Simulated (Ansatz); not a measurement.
The input, for Ansatz 0.2.0:

```yaml
crystal:
  periodic: [false, false, false]
  atoms:
    - {symbol: B, position_ang: [0.090245, 0.027725, 0.703444]}
    - {symbol: N, position_ang: [-0.074630, -0.031778, -0.611996]}
    - {symbol: H, position_ang: [0.001991, 1.094205, 1.231968]}
    - {symbol: H, position_ang: [0.085099, -1.045341, 1.403791]}
    - {symbol: H, position_ang: [-0.017959, 0.095363, -1.676265]}
basis:
  gaussian: {orbitals: cc-pVDZ}
magnetization: {spin_polarized: false, initial_magnetization: 1}
correlation: {method: ccsdt_q, electrons: outside_noble_gas}
```

```sh
$ ansatz run in.yaml --threads 1 --pin off --events-out ev --progress --plain --max-ram 2393MiB
```

Log:

```
792 factors; integrals over basis functions are off by at most 2.4e-7 eV
mean field evaluation 1: about -2196.8034 eV, gradient 2.5e1 eV
mean field evaluation 2: about -2196.8038 eV, gradient 2.5e1 eV
mean field evaluation 4: about -2199.3305 eV, gradient 3.2e0 eV
mean field evaluation 8: about -2199.5364 eV, gradient 8.9e-2 eV
mean field evaluation 16: about -2199.5201 eV, gradient 1.6e0 eV
mean field evaluation 32: about -2197.7869 eV, gradient 1.3e-1 eV
mean field evaluation 64: about -2197.7102 eV, gradient 4.4e0 eV
mean field -2199.53643352 eV, -80.8314730326 hartree, gradient 2.3e-6 eV, S^2 0.750000; 3 other end points of the search recorded, 0 dependent functions left out
mean field evaluation 96: about -2198.2981 eV, gradient 2.3e0 eV
determinant -2199.53643352 eV, -80.8314730326 hartree, with singles and doubles -2206.84924385 eV, -81.1002138552 hartree
determinant -2197.78539399 eV, -80.7671235168 hartree, with singles and doubles -2204.65032577 eV, -81.0194051063 hartree
2 core orbitals not correlated: weight in the atoms' cores, before any rotation towards them, 1.000 or more for the frozen orbitals, at most 0.000 for the correlated occupied ones
reference -2199.53643352 eV, -80.8314730326 hartree; 6, 5 occupied and 35, 36 virtual orbitals, 792 factors
second order -6.27891658 eV of doubles, -0.09079889 eV of singles
cycle   1  -6.93550629 eV  change   -5.6e-1 eV  update   8.6e-2
cycle   2  -7.32508538 eV  change   -3.9e-1 eV  update   3.9e-2
cycle   3  -7.53735875 eV  change   -2.1e-1 eV  update   3.0e-2
cycle   4  -7.52928083 eV  change    8.1e-3 eV  update   1.5e-2
cycle   5  -7.54280191 eV  change   -1.4e-2 eV  update   6.6e-3
cycle   6  -7.55132248 eV  change   -8.5e-3 eV  update   3.2e-3
cycle   7  -7.54848692 eV  change    2.8e-3 eV  update   1.2e-3
cycle   8  -7.54962295 eV  change   -1.1e-3 eV  update   6.8e-4
cycle   9  -7.54991116 eV  change   -2.9e-4 eV  update   2.8e-4
cycle  10  -7.54963111 eV  change    2.8e-4 eV  update   1.5e-4
cycle  11  -7.54984005 eV  change   -2.1e-4 eV  update   8.7e-5
cycle  12  -7.54981798 eV  change    2.2e-5 eV  update   5.1e-5
cycle  13  -7.54985439 eV  change   -3.6e-5 eV  update   3.2e-5
cycle  14  -7.54987614 eV  change   -2.2e-5 eV  update   1.9e-5
cycle  15  -7.54985606 eV  change    2.0e-5 eV  update   1.1e-5
cycle  16  -7.54985121 eV  change    4.8e-6 eV  update   6.4e-6
cycle  17  -7.54984986 eV  change    1.4e-6 eV  update   4.0e-6
cycle  18  -7.54984925 eV  change    6.1e-7 eV  update   2.5e-6
cycle  19  -7.54985038 eV  change   -1.1e-6 eV  update   1.4e-6
cycle  20  -7.54985081 eV  change   -4.3e-7 eV  update   7.8e-7
perturbative correction -0.01371299 eV, -0.0005039431 hartree
Total energy: -2207.09999732 eV, -81.1094288754 hartree
```

For the same geometry and basis UCCSDT(Q) lies 1.7 meV lower.

Ran on 1 thread of INTEL XEON PLATINUM 8581C, shared host: 40 s wall, 0.57 GiB peak host memory.
